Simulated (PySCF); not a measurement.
Compound: C6H9 (doublet state).
Structure used (GFN2-xTB), in Å, numbered top down from 1:
```xyz
15
C6H9 angstrom
C     -2.0153   -0.3155   -0.3687
C     -0.6895   -0.0505    0.3143
C     -0.4160    1.3695    0.7483
C      0.6340    1.5960   -0.0177
C      0.5463    0.1930   -0.6083
C      1.7479   -0.6970   -0.3533
H     -2.2110    0.4407   -1.1261
H     -2.0067   -1.2951   -0.8441
H     -2.8235   -0.2926    0.3589
H     -0.5013   -0.7872    1.0971
H      1.3193    2.3999   -0.1919
H      0.2677    0.1994   -1.6650
H      2.0195   -0.6766    0.7001
H      2.5999   -0.3514   -0.9356
H      1.5244   -1.7246   -0.6355
```

The species is `C[C@@H]1[C]=C[C@H]1C` [radical].

Computed with UKS B3LYP, pcH-1 on C H, non-relativistic, mean-field spin-orbit, GIAO (PySCF 2.14.0). Geometry: GFN2-xTB; no solvent, vibrations or thermal averaging. Couplings are sensitive to structure, and on GFN2-xTB geometries they can be far from those on DFT ones. Stability of the SCF solution: not tested.

(1) Match the computed a_iso(13C) values +349.5, +92.1, +29.6, +8.9, +5.2, -0.7 MHz with the sites C1; C2; C3; C4; C5; C6.

(2) Match the computed a_iso(1H) values +21.7, +17.4, +4.2, -2.2, +1.5 MHz (means over equivalent nuclei) with the sites H7/H8/H9; H10; H11; H12; H13/H14/H15.

Results:

(1) 
```tsv
site	a_iso (MHz)	ρ(0) (bohr⁻³)	position	distance from C3 (Å)	spin population	largest |T| (MHz)
C1	-0.7	-0.0007	2 bonds from C3	2.58	0.00	1.9
C2	+29.6	+0.0263	1 bond from C3	1.51	+0.05	26.7
C3	+349.5	+0.3109	largest spin population	0.00	+0.90	128.6
C4	+5.2	+0.0046	1 bond from C3	1.32	-0.07	27.1
C5	+92.1	+0.0819	2 bonds from C3	2.04	+0.08	17.7
C6	+8.9	+0.0079	3 bonds from C3	3.19	+0.01	3.6
```

(2) 
| site | a_iso (MHz) | ρ(0) (bohr⁻³) | position | distance from C3 (Å) | bound to | spin population there | largest \|T\| (MHz) |
| --- | --- | --- | --- | --- | --- | --- | --- |
| H7/H8/H9 | +1.5 | +0.0003 | 3 bonds from C3 | 3.07 | C1 | 0.00 | 4.9 |
| H10 | -2.2 | -0.0005 | 2 bonds from C3 | 2.19 | C2 | +0.05 | 12.9 |
| H11 | +17.4 | +0.0039 | 2 bonds from C3 | 2.23 | C4 | -0.07 | 10.8 |
| H12 | +21.7 | +0.0048 | 3 bonds from C3 | 2.77 | C5 | +0.08 | 6.5 |
| H13/H14/H15 | +4.2 | +0.0009 | 4 bonds from C3 | 3.65 | C6 | +0.01 | 3.3 |

ρ(0) is the spin density at the nucleus and T the dipolar tensor; entries for several nuclei are means. The largest Mulliken spin populations are on C3 (+0.90), C5 (+0.08) and C4 (-0.07). C3 is the only atom above +0.15.

Means are taken over nuclei equivalent by connectivity, which assumes that they swap fast.

On one thread of an AMD EPYC 7B13, shared host, this took 34 s (grids of density and orbitals included) and 0.96 GiB of memory at its peak.
